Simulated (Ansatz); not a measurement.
**Scan of [H···H···GeH3], doublet**

Starting geometry:

```xyz
6

H    -2.8380    0.0000    0.0000
H    -2.0930    0.0000    0.0000
Ge    0.0470    0.0000    0.0000
H     0.5156   -1.4659    0.0000
H     0.5156    0.7330   -1.2695
H     0.5156    0.7330    1.2695
```

From there H2 is moved from one fragment to the other while all else, the fragments' distance too, stays fixed; atoms are numbered as listed. Energies are in eV, counted from the starting geometry at the same level. Kohn–Sham curves are unrestricted where that lies lower.

Basis cc-pVDZ; Ansatz 0.2.0. Correlated methods freeze the noble-gas cores and the filled d shells of p-block atoms. R marks a restricted (for open shells ROHF) determinant, U an unrestricted one. No spin–orbit coupling is included, and no scalar relativity.

Full CI isn't at hand for all of this; UCCSDT(Q) serves as the reference, and is uncertain by about the last step of the cluster series.

```tsv
distance H1-H2 (Å)	B3LYP
0.693	0.103
0.745	0.000
0.832	0.017
0.919	0.150
1.006	0.304
1.094	0.426
1.181	0.499
1.268	0.548
1.355	0.621
```

Problem. Estimate the UCCSDT(Q) curve in cc-pVDZ from this one, knowing how B3LYP errs.

Solution. The computed UCCSDT(Q) values, in eV from the starting point, and the error of B3LYP against them:
```json
{"distance H1-H2 (Å)": "0.693", "UCCSDT(Q)": "0.083", "B3LYP less UCCSDT(Q)": "0.020"}
{"distance H1-H2 (Å)": "0.745", "UCCSDT(Q)": "0.000", "B3LYP less UCCSDT(Q)": "0.000"}
{"distance H1-H2 (Å)": "0.832", "UCCSDT(Q)": "0.055", "B3LYP less UCCSDT(Q)": "-0.038"}
{"distance H1-H2 (Å)": "0.919", "UCCSDT(Q)": "0.226", "B3LYP less UCCSDT(Q)": "-0.076"}
{"distance H1-H2 (Å)": "1.006", "UCCSDT(Q)": "0.407", "B3LYP less UCCSDT(Q)": "-0.102"}
{"distance H1-H2 (Å)": "1.094", "UCCSDT(Q)": "0.531", "B3LYP less UCCSDT(Q)": "-0.105"}
{"distance H1-H2 (Å)": "1.181", "UCCSDT(Q)": "0.580", "B3LYP less UCCSDT(Q)": "-0.082"}
{"distance H1-H2 (Å)": "1.268", "UCCSDT(Q)": "0.588", "B3LYP less UCCSDT(Q)": "-0.041"}
{"distance H1-H2 (Å)": "1.355", "UCCSDT(Q)": "0.617", "B3LYP less UCCSDT(Q)": "0.004"}
```

The error spans 0.126 eV and is largest, -0.105 eV, at 1.094 Å.

In so small a basis the reference is far from its limit while semilocal and hybrid functionals are nearer theirs, so the functionals' errors here hold much of the reference's basis and frozen-core error, which can add to them or hide them.
